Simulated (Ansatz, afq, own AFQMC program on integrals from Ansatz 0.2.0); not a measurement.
Where AFQMC and coupled cluster stand for CO, singlet

```xyz
2

O     0.0000    0.0000    0.0000
C     0.0000    0.0000    1.5270
```

Basis 6-31G. Noble-gas cores (and the filled d shells of Ga–Kr and In–Xe) are frozen. AFQMC by an in-house program on the Cholesky factors that Ansatz 0.2.0 writes for its CCSD(T) run. The CISD trial takes its coefficients from CCSD amplitudes. Released means that phaseless walkers are propagated on without the constraint, phases kept. Uncertainties: one standard error, sampling alone.

Determinant: UHF, the one that the program's search chose, which needn't be the lowest solution. The geometry is a point of a scan.

Full CI on the same integrals is exact in this basis and with this determinant's frozen core.

Cautions: strong correlation (T1 0.159, weight of the determinant 0.51, largest double 0.24); (Q) is large, 181 meV, so the cluster series hasn't closed; unrestricted determinant spin contaminated (⟨S²⟩ 0.81 against 0.00); CCSD(T) is in doubt: in a space of 8 electrons in 8 natural orbitals full CI lies 175 meV below it; the released energies move by 1.5 errors or more from one time to the next, so no released level is given (meV from the phaseless value at times in 1/Eh: -12 ± 7 at 0.24, 0 ± 9 at 0.51, -10 ± 12 at 0.99, -15 ± 11 at 1.62, 29 ± 16 at 2.40).

```
T1 diagnostic                               : 0.1593
weight of the determinant in the CISD state : 0.507
⟨S²⟩ of the determinant                     : 0.806
size of the correlated space                : 10 electrons in 16 orbitals
```

```
  level  correlation energy (eV)
    MP2                  -4.6043
   CCSD                  -6.4569
CCSD(T)                  -6.7970
```

Q: Estimate where phaseless AFQMC with a CISD trial lies against CCSD(T) on the same integrals.

A: 21.2 ± 0.8 kJ/mol below CCSD(T).

Reference: full CI, correlation energy -7.026 eV. The cautions show a poor starting determinant, so the rows tell how each method copes with it here, and full CI is the sure value.

| level | E − E(reference) (kJ/mol) | share of correlation (%) |
| --- | --- | --- |
| CCSD(T) | 22.1 | 96.74 |
| CCSDT | 3.1 | 99.54 |
| CCSDT(Q) | -14.3 | 102.11 |
| CCSDTQ | -0.2 | 100.03 |
| ph-AFQMC/CISD | 0.9 ± 0.8 | 99.87 |

CCSDT and higher add their correlation energy to the determinant of the CCSD(T) run, since their own runs factorise the integrals more tightly (a shift of under 2 meV). A walk keeps the symmetry of its determinant, which the program's search chose and which needn't be the lowest solution, so a lower state of the same spin and another symmetry isn't excluded.
